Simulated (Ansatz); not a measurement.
**Silicon, diamond: convergence with the k-point mesh**

Computed with Ansatz, LDA, scalar-relativistic PAW, on the relaxed cell (a = 5.403 Å; spin not included). Errors count from a run at 420 eV on a Γ-centred 9×9×9 mesh with Fermi-Dirac smearing of 0.05 eV, extrapolated to zero width. Fixed here: cutoff 420 eV, Fermi-Dirac width 0.05 eV. The SCF starts from atomic densities corrected by a trained network.

```json
{"k-mesh": "2×2×2", "E(σ→0) error (meV/atom)": "1328.6", "P (GPa)": "7.64", "SCF iterations": "6"}
{"k-mesh": "3×3×3", "E(σ→0) error (meV/atom)": "324.6", "P (GPa)": "1.91", "SCF iterations": "6"}
{"k-mesh": "4×4×4", "E(σ→0) error (meV/atom)": "99.4", "P (GPa)": "0.56", "SCF iterations": "6"}
{"k-mesh": "5×5×5", "E(σ→0) error (meV/atom)": "33.9", "P (GPa)": "0.14", "SCF iterations": "6"}
{"k-mesh": "6×6×6", "E(σ→0) error (meV/atom)": "12.2", "P (GPa)": "0.00", "SCF iterations": "6"}
{"k-mesh": "8×8×8", "E(σ→0) error (meV/atom)": "1.2", "P (GPa)": "-0.06", "SCF iterations": "6"}
{"k-mesh": "11×11×11", "E(σ→0) error (meV/atom)": "-0.8", "P (GPa)": "-0.07", "SCF iterations": "6"}
{"k-mesh": "15×15×15", "E(σ→0) error (meV/atom)": "-0.9", "P (GPa)": "-0.07", "SCF iterations": "6"}
```

Within 5 meV/atom of the last row: from 8×8×8 on.
